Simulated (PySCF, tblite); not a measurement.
3 × hydrogen fluoride and hydrogen sulfide

A gas-phase complex of 3 × hydrogen fluoride and hydrogen sulfide; neutral, singlet. The structure comes from a short search (6 tight-binding starts) and was relaxed by PBE0-D3(BJ)/def2-SVPD; another way of binding may lie lower. Frequencies by PBE0-D3(BJ)/def2-SVPD show no clear imaginary mode.

Parts: 1 = hydrogen fluoride (F), atoms 1–2; 2 = hydrogen fluoride (F), atoms 3–4; 3 = hydrogen fluoride (F), atoms 5–6; 4 = hydrogen sulfide (S), atoms 7–9.

Coordinates in Å:
```
F1     -0.359   -0.192   -0.130
H2     -0.661   -0.206   -1.048
F3      0.490   -2.502    0.295
H4      0.196   -1.599    0.240
F5      0.026   -3.441   -2.025
H6      0.243   -3.203   -1.138
S7     -1.176   -0.525   -2.968
H8     -2.466   -0.849   -2.731
H9     -0.757   -1.817   -2.877
```

Contacts between parts, classed by geometry: H4···F1 1.557 Å (hydrogen bond, 169°); H6···F3 1.614 Å (hydrogen bond, 168°); H2···S7 2.013 Å (hydrogen bond, 171°); H9···F5 1.994 Å (hydrogen bond, 157°).

Interaction energies are complex less parts, with the parts frozen as they stand in it; counterpoise-corrected, in kcal/mol (PySCF).

(1) How strongly do the parts interact, level by level?

(2) What holds them together? Decompose the wB97M-D3(BJ)/def2-TZVPD energy: frozen parts, their antisymmetrised product, then relaxation.

The parts were also relaxed and run alone, at the levels used for the complex: vibrations by PBE0-D3(BJ)/def2-SVPD; shieldings by PBE0/pcSseg-2; core levels by delta-SCF with SCAN, pcX-2 on the ionised atom and pcseg-1 elsewhere, spin-free X2C.

Values alone: F3–H4 bond (Å): 0.920; stretch carried by H4 (cm⁻¹, harmonic): 4151; its infrared intensity (km/mol): 127; shielding of H4 (ppm): 29.19; shielding of F1 (ppm): 410.9; shielding of H6 (ppm): 29.19; shielding of F3 (ppm): 410.9; F1 1s core level (eV): 694.12; F3 1s core level (eV): 694.12; F5 1s core level (eV): 694.12.

(3) How do these values change when the complex forms?

(4) What are the binding energy from relaxed parts (wB97M-D3(BJ)/def2-TZVPD), and ΔH and ΔG of association at 298.15 K and 1 atm?

## Answers

(1) 
| level | interaction | superposition error removed |
| --- | --- | --- |
| wB97M-D3(BJ)/def2-TZVPD | -24.95 | -0.37 |
| PBE0-D3(BJ)/def2-TZVPD | -28.39 | -0.33 |

(2) electrostatic -42.1, Pauli repulsion +53.6, orbital relaxation -34.1, dispersion correction -2.7 kcal/mol, which sum to the value before the counterpoise correction; the Pauli term holds the exchange-correlation of the frozen density too. Of the attraction, 53 % is electrostatic, 43 % is orbital relaxation, 3 % is dispersion correction.

(3) 
```tsv
property	alone	in the complex	change
F3–H4 bond (Å)	0.920	0.952	+0.032
stretch carried by H4 (cm⁻¹, harmonic)	4151	3493	-658
its infrared intensity (km/mol)	127	1144	
shielding of H4 (ppm)	29.19	22.07	-7.12
shielding of F1 (ppm)	410.9	332.8	-78.1
shielding of H6 (ppm)	29.19	23.50	-5.69
shielding of F3 (ppm)	410.9	385.1	-25.8
F1 1s core level (eV)	694.12	693.49	-0.62
F3 1s core level (eV)	694.12	693.70	-0.41
F5 1s core level (eV)	694.12	693.10	-1.01
```

Density functionals tend to overstate the lengthening and the red shift of so strongly bound an X–H bond.

(4) -22.86 kcal/mol, -16.27 with zero-point energy; ΔH -19.1 and ΔG +6.4 kcal/mol, from harmonic vibrations by PBE0-D3(BJ)/def2-SVPD with low modes damped.

The 5 runs behind this took 6.6 min in all, one thread each of AMD EPYC 7R43 64-Core on a shared host, launched as `OMP_NUM_THREADS=1 python cluster_run.py task.json out`.
